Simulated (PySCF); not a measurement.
**C2H5NO2 (SMILES N/C(O)=C\O) at 6 levels**

We compute a comparison of 6 runs (HF/STO-3G, TPSS/STO-3G, B3LYP/6-31G*, PBE0/def2-SVP, r2SCAN/pcseg-1, PBE/6-31+G*) of C2H5NO2. 

Program for the calculation: PySCF 2.14.0.

### Step 1. The system as given

C2H5NO2: 10 atoms, total charge 0, spin state singlet. SMILES: `N/C(O)=C\O`. Geometry: relaxed at PBE0-D4/def2-TZVP. This is one conformer, not always the lowest.

Bond lengths: N1–C2 1.405 Å, C2–O3 1.373 Å, C2–C4 1.332 Å, C4–O5 1.357 Å, N1–H6 1.014 Å, N1–H7 1.014 Å, O3–H8 0.962 Å, C4–H9 1.083 Å, O5–H10 0.970 Å. Some angles: N1–C2–O3 115.0°, N1–C2–C4 119.5°, O3–C2–C4 125.5°, C2–C4–O5 123.1°, C2–N1–H6 111.4°, C2–N1–H7 111.4°, C2–O3–H8 109.4°, C2–C4–H9 123.4°, O5–C4–H9 113.5°, C4–O5–H10 105.2°.

### Step 2. Energy and gradient at HF/STO-3G (run 1)

mol.xyz

```xyz
10

N      0.626700     1.158600     0.097800
C      0.030700    -0.020300    -0.380800
O      0.058900    -0.172600    -1.744700
C     -0.503100    -0.882600     0.482800
O     -0.503500    -0.683100     1.824900
H      0.167300     1.983300    -0.272900
H      1.606000     1.210300    -0.160600
H     -0.366300    -1.002700    -1.981800
H     -0.978200    -1.809000     0.183000
H     -0.055400     0.166900     1.955000
```

run.py

```python
from pyscf import gto, scf

molecule = gto.Mole()
molecule.atom = 'mol.xyz'
molecule.max_memory = 1860
molecule.basis = 'sto-3g'
molecule.verbose = 3
molecule.build()

myscf = scf.RHF(molecule)
myscf.conv_tol = 1e-10
myscf.kernel()
if not myscf.converged:
    myscf = myscf.newton().run(myscf.mo_coeff, myscf.mo_occ)

energy = myscf.e_tot
print(f'total energy: {energy:.8f} hartree')
grad = myscf.nuc_grad_method().kernel()
myscf.analyze()
```

The run is started by

```
$ OMP_NUM_THREADS=1 python run.py
```

Standard output:

```text
converged SCF energy = -279.070847418325
total energy: -279.07084742 hartree
--------------- RHF gradients ---------------
         x                y                z
0 N    -0.0095038364    -0.0225501188    -0.0326608677
1 C     0.0284106125     0.0503164121    -0.0167872303
2 O    -0.0194735436    -0.0317784900     0.0305746153
3 C    -0.0075179370    -0.0081579873     0.0390544120
4 O     0.0134989930     0.0193621652    -0.0378105972
5 H     0.0056488905    -0.0127939272     0.0082148967
6 H    -0.0147447188    -0.0018660525     0.0066432860
7 H     0.0153828836     0.0286316335    -0.0004725261
8 H     0.0004364001     0.0012331620     0.0025141882
9 H    -0.0121377439    -0.0223967972     0.0007298231
----------------------------------------------
**** MO energy ****
MO #1   energy= -20.2822097842351  occ= 2
MO #2   energy= -20.2781086668865  occ= 2
MO #3   energy= -15.3327393626404  occ= 2
MO #4   energy= -11.0914084652257  occ= 2
MO #5   energy= -11.064020485983   occ= 2
MO #6   energy= -1.32957095009786  occ= 2
MO #7   energy= -1.30689024349049  occ= 2
MO #8   energy= -1.13405684752065  occ= 2
MO #9   energy= -0.923056091071047 occ= 2
MO #10  energy= -0.738700661511741 occ= 2
MO #11  energy= -0.667088521738078 occ= 2
MO #12  energy= -0.623731012981069 occ= 2
MO #13  energy= -0.601062615741619 occ= 2
MO #14  energy= -0.516193186526338 occ= 2
MO #15  energy= -0.492073169679981 occ= 2
MO #16  energy= -0.487609935634404 occ= 2
MO #17  energy= -0.438757749360294 occ= 2
MO #18  energy= -0.414671265871571 occ= 2
MO #19  energy= -0.360076262789232 occ= 2
MO #20  energy= -0.228268895687826 occ= 2
MO #21  energy= 0.33674280128619   occ= 0
MO #22  energy= 0.558390354143137  occ= 0
MO #23  energy= 0.590687786186893  occ= 0
MO #24  energy= 0.630003727544766  occ= 0
MO #25  energy= 0.665866787031864  occ= 0
MO #26  energy= 0.728276721836861  occ= 0
MO #27  energy= 0.729459835038962  occ= 0
MO #28  energy= 0.758619510825366  occ= 0
MO #29  energy= 0.940717996848097  occ= 0
MO #30  energy= 1.03352601715869   occ= 0
 ** Mulliken atomic charges  **
charge of    0N =     -0.28092
charge of    1C =      0.09051
charge of    2O =     -0.21151
charge of    3C =     -0.00074
charge of    4O =     -0.19292
charge of    5H =      0.12140
charge of    6H =      0.12141
charge of    7H =      0.14883
charge of    8H =      0.03638
charge of    9H =      0.16756
Dipole moment(X, Y, Z, Debye):  0.27626,  0.31110, -1.33858
```

Wall time 4.5 s (1 thread of Intel Xeon at 2.50GHz (Skylake/Cascade Lake), shared host); peak memory 0.12 GiB.

### Step 3. Energy and forces at TPSS/STO-3G (run 2)

calc.py

```python
from pyscf import gto, dft

system = gto.M(
    atom='''
N      0.626700     1.158600     0.097800
C      0.030700    -0.020300    -0.380800
O      0.058900    -0.172600    -1.744700
C     -0.503100    -0.882600     0.482800
O     -0.503500    -0.683100     1.824900
H      0.167300     1.983300    -0.272900
H      1.606000     1.210300    -0.160600
H     -0.366300    -1.002700    -1.981800
H     -0.978200    -1.809000     0.183000
H     -0.055400     0.166900     1.955000
''',
    verbose=4,
    basis='sto-3g',
    charge=0,
    max_memory=1860,
)

mf = dft.RKS(system)
mf.xc = 'tpss'
mf.grids.level = 5
mf.conv_tol = 1e-10
mf.kernel()
if not mf.converged:
    mf = mf.newton().run(mf.mo_coeff, mf.mo_occ)

energy = mf.e_tot
print('E(%s) = %.9f' % ('TPSS', energy))
grad = mf.nuc_grad_method().kernel()
dip = mf.dip_moment()
pop, q = mf.mulliken_pop()
```

The run is started by

```
$ OMP_NUM_THREADS=1 python calc.py
```

Standard output:

```text
PySCF version 2.14.0

[... 81 lines left out ...]
converged SCF energy = -280.641134286452
[... 13 lines left out ...]
Dipole moment(X, Y, Z, Debye):  0.35702,  0.47250, -1.26070
[... 2 lines left out ...]
pop of  0 N 2s            1.55391
pop of  0 N 2px           1.07746
pop of  0 N 2py           1.05982
pop of  0 N 2pz           1.73127
pop of  1 C 1s            1.99134
pop of  1 C 2s            1.06841
pop of  1 C 2px           1.12311
pop of  1 C 2py           0.93934
pop of  1 C 2pz           0.78808
pop of  2 O 1s            1.99732
pop of  2 O 2s            1.83780
pop of  2 O 2px           1.73146
pop of  2 O 2py           1.41863
pop of  2 O 2pz           1.27319
pop of  3 C 1s            1.99139
pop of  3 C 2s            1.11297
pop of  3 C 2px           1.12139
pop of  3 C 2py           1.02031
pop of  3 C 2pz           0.79455
pop of  4 O 1s            1.99732
pop of  4 O 2s            1.84539
pop of  4 O 2px           1.70517
pop of  4 O 2py           1.41287
pop of  4 O 2pz           1.28129
pop of  5 H 1s            0.81882
pop of  6 H 1s            0.81879
pop of  7 H 1s            0.78661
pop of  8 H 1s            0.93707
pop of  9 H 1s            0.77068
 ** Mulliken atomic charges  **
charge of    0N =     -0.41673
charge of    1C =      0.08974
charge of    2O =     -0.25840
charge of    3C =     -0.04060
charge of    4O =     -0.24204
charge of    5H =      0.18118
charge of    6H =      0.18121
charge of    7H =      0.21339
charge of    8H =      0.06293
charge of    9H =      0.22932
```

Run time: 36 s. Hardware: 1 thread of Intel Xeon at 2.50GHz (Skylake/Cascade Lake), shared host; peak memory 0.37 GiB.

Runs 3 to 5 aren't shown in full; the table further down has their settings and results.

### Step 4. Energy and forces at PBE/6-31+G(d) (spherical functions) (run 6)

calc.py

```python
import pyscf.grad
from pyscf import gto, dft

system = gto.M(
    atom=[
    ('N', (0.626700, 1.158600, 0.097800)),
    ('C', (0.030700, -0.020300, -0.380800)),
    ('O', (0.058900, -0.172600, -1.744700)),
    ('C', (-0.503100, -0.882600, 0.482800)),
    ('O', (-0.503500, -0.683100, 1.824900)),
    ('H', (0.167300, 1.983300, -0.272900)),
    ('H', (1.606000, 1.210300, -0.160600)),
    ('H', (-0.366300, -1.002700, -1.981800)),
    ('H', (-0.978200, -1.809000, 0.183000)),
    ('H', (-0.055400, 0.166900, 1.955000)),
],
    verbose=3,
    basis='6-31+g*',
    max_memory=1860,
)

mf = dft.RKS(system)
mf.xc = 'pbe'
mf.conv_tol = 1e-10
mf.grids.level = 5
mf.kernel()
if not mf.converged:
    mf = mf.newton().run(mf.mo_coeff, mf.mo_occ)

energy = mf.e_tot
print('Final energy', energy)
grad = mf.Gradients().kernel()
mf.analyze()
```

The run is started by

```
$ OMP_NUM_THREADS=1 python calc.py
```

Standard output:

```text
converged SCF energy = -284.066171566567
[... 10 lines left out ...]
MO #1   energy= -18.8028735619786  occ= 2
[... 8 lines left out ...]
MO #10  energy= -0.560713045797542 occ= 2
[... 8 lines left out ...]
MO #19  energy= -0.24678380759848  occ= 2
[... 8 lines left out ...]
MO #28  energy= 0.079519244745148  occ= 0
[... 8 lines left out ...]
MO #37  energy= 0.18933655619428   occ= 0
[... 8 lines left out ...]
MO #46  energy= 0.323411253397858  occ= 0
[... 8 lines left out ...]
MO #55  energy= 0.800560819303618  occ= 0
[... 8 lines left out ...]
MO #64  energy= 1.08293609028618   occ= 0
[... 8 lines left out ...]
MO #73  energy= 1.33915211384837   occ= 0
[... 8 lines left out ...]
MO #82  energy= 1.80492057196711   occ= 0
[... 8 lines left out ...]
MO #91  energy= 2.36431310725737   occ= 0
[... 8 lines left out ...]
MO #100 energy= 3.11517228447666   occ= 0
[... 11 lines left out ...]
Dipole moment(X, Y, Z, Debye):  0.39389,  0.50284, -1.51295
```

Wall time 85 s (1 thread of Intel Xeon at 2.50GHz (Skylake/Cascade Lake), shared host); peak memory 1 GiB.

### Step 5. Overview of the runs

| run | level | integration grid | energy (Eh) | dipole moment (D) | HOMO energy (eV) | LUMO energy (eV) | wall time |
| --- | --- | --- | --- | --- | --- | --- | --- |
| 1 | HF/STO-3G | – | -279.070847 | 1.40 | -6.21 | 9.16 | 4.5 s |
| 2 | TPSS/STO-3G | 5 | -280.641134 | 1.39 | -1.12 | 3.97 | 36 s |
| 3 | B3LYP/6-31G* (spherical functions) | 5 | -284.365041 | 1.65 | -5.08 | 1.71 | 62 s |
| 4 | PBE0/def2-SVP | 5 | -283.865773 | 1.64 | -5.51 | 1.69 | 76 s |
| 5 | r2SCAN/pcseg-1 | 5 | -284.178030 | 1.63 | -4.70 | 0.68 | 2 min |
| 6 | PBE/6-31+G* (spherical functions) | 5 | -284.066172 | 1.64 | -4.49 | -0.57 | 85 s |

### Step 6. Summary of results

```
                       quantity          value
            run 6: total energy  -284.06617 Eh
           run 6: dipole moment         1.64 D
             run 6: HOMO energy       -4.49 eV
             run 6: LUMO energy       -0.57 eV
           run 6: HOMO–LUMO gap        3.92 eV
run 6: largest force on an atom     1.069 eV/Å
```

In words: The dipole moment (its size) runs from 1.39 D (TPSS/STO-3G) to 1.65 D (B3LYP/6-31G*). The two ends differ in method and basis. The HOMO–LUMO gap runs from 3.92 eV (PBE/6-31+G*) to 15.37 eV (HF/STO-3G). Totals of different functionals can't be ranked against each other. In runs 1, 2 the basis is minimal, so the values are rough. All runs together took 6.4 min, the longest 2 min.
